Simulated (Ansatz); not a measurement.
B20 (FeSi-type) FeSi was calculated with PBE0 (PAW; Ansatz, a first-principles code).

The input as run:

Ansatz 0.2 input:
```yaml
crystal:
  lattice:
    - [4.4028746675, 0.0, 0.0]
    - [0.0, 4.4028746675, 0.0]
    - [0.0, 0.0, 4.4028746675]
  atoms:
    - { symbol: Fe, position: [0.8631960484, 0.6368039516, 0.3631960484] }
    - { symbol: Fe, position: [0.3631960484, 0.8631960484, 0.6368039516] }
    - { symbol: Fe, position: [0.1368039516, 0.1368039516, 0.1368039516] }
    - { symbol: Fe, position: [0.6368039516, 0.3631960484, 0.8631960484] }
    - { symbol: Si, position: [0.1587518613, 0.3412481387, 0.6587518613] }
    - { symbol: Si, position: [0.6587518613, 0.1587518613, 0.3412481387] }
    - { symbol: Si, position: [0.8412481387, 0.8412481387, 0.8412481387] }
    - { symbol: Si, position: [0.3412481387, 0.6587518613, 0.1587518613] }
kpoints:
  mp_grid: { grid: [6, 6, 6] }
hamiltonian:
  xc: pbe0
  pseudopotentials: { kind: paw }
  dispersion: none
scf:
  occupations: { method: fermi_dirac, width: 0.05 }
output:
  forces: true
  stress: true
  eigenvalues: true
basis:
  ecutwfc: 500
  ecutrho_ratio: 4
  xc_grid: 2
magnetization:
  spin_polarized: false
```

Q: How many irreducible k-points, plane waves at Γ does the program set up, and what pressure does the run end with?

A: 24 irreducible k-points, 2109 plane waves at Γ; P = -4.28 GPa, so the cell is stretched on average and its volume would shrink at this level.

Output (set-up and result lines):

```
WARN output.stress: scf.convergence.dr2_threshold = 1e-7 eV (the SCF's general default) is looser than the 8e-10 eV advised for a printed stress (1e-10 eV for …
WARN output.stress: scf.exx.energy_threshold = 1e-6 eV is looser than the 8e-8 eV advised for a stress under a hybrid functional (1e-8 eV for each atom of the …
Crystal: 8 atoms, lattice volume = 85.351 Å³
Basis set: ecut = 500 eV, 2109 PW (Γ), exchange–correlation on 72×72×72 points (8 copies of the dense FFT grid, shifted against one another)
Bands: 48, of which v1, the nominal top of the filled ones, is band 40 counted from 1 (39 counted from 0)
Symmetry: 12 space group operations
Space group: P213 (ITA 198), of the structure as read, at distance tolerance 4.4e-5 Å
k-points: 24 of 216 (time reversal used)
Functional: x = pbe(κ = 0.804, μ = 0.2195149727645171), c = pbe(β = 0.06672455060314922), warm-up for x = 0.75 pbe(κ = 0.804, μ = 0.2195149727645171) + 0.25 exact, c = pbe(β = 0.06672455060314922)
SCF iter   1: F=—  HF=-20469.231693 eV  |F-HF|=—  |Δ(HF+E_count)|=         —  Δρ=1.27e-2  dr2=3.77e-2
SCF iter   2: F=—  HF=-20469.222672 eV  |F-HF|=—  |Δ(HF+E_count)|=   9.02e-3  Δρ=3.34e-3  dr2=3.41e-3
  ...
SCF 1 converged in 9 iterations: F = -20469.222284 eV  dr2 = 3.34e-10
Crystal: 8 atoms, lattice volume = 85.351 Å³
Initial density: handed on by an earlier stage of this run
Functional: x = 0.75 pbe(κ = 0.804, μ = 0.2195149727645171) + 0.25 exact, c = pbe(β = 0.06672455060314922)
Crystal: 8 atoms, lattice volume = 85.351 Å³
SCF 3 converged in 9 iterations: F = -20463.040829 eV  dr2 = 2.00e-11
Crystal: 8 atoms, lattice volume = 85.351 Å³
SCF iter   4: F=—  HF=-20463.040831 eV  |F-HF|=—  |Δ(HF+E_count)|=   3.71e-9  Δρ=4.24e-6  dr2=1.30e-8
SCF iter   5: F=-20463.040831 eV  HF=-20463.040831 eV  |F-HF|=8.73e-11  |Δ(HF+E_count)|=   2.91e-9  Δρ=3.82e-7  dr2=7.80e-11
SCF 4 converged in 5 iterations: F = -20463.040831 eV  dr2 = 7.80e-11
Free energy (F): -20463.040831 eV
Internal energy: -20463.040831 eV  (E = F + TS)
E sigma→0 (E₀):  -20463.040831 eV
Fermi energy:    17.263898 eV
--- Forces (eV/Å), atoms counted from 1 ---
  atom   1  Fe     0.08588632    -0.08588632     0.08588632
  atom   2  Fe     0.08588632     0.08588632    -0.08588632
  atom   3  Fe    -0.08588632    -0.08588632    -0.08588632
  atom   4  Fe    -0.08588632     0.08588632     0.08588632
  atom   5  Si     0.01171830    -0.01171830     0.01171830
  atom   6  Si     0.01171830     0.01171830    -0.01171830
  atom   7  Si    -0.01171830    -0.01171830    -0.01171830
  atom   8  Si    -0.01171830     0.01171830     0.01171830
--- Stress (GPa, compression-positive) ---
       -4.284520      -0.000000       0.000000
       -0.000000      -4.284520       0.000000
        0.000000       0.000000      -4.284520
  P = ⅓ Tr σ = -4.2845 GPa (-42.845 kbar)
```

The PAW data were made under PBE.

Note: exact exchange on metals is sensitive to the k mesh and can open a false gap. Note: cell and atoms aren't relaxed at this level (largest force component 0.09 eV/Å, pressure -4.3 GPa).

The result took roughly 4 core-minutes.
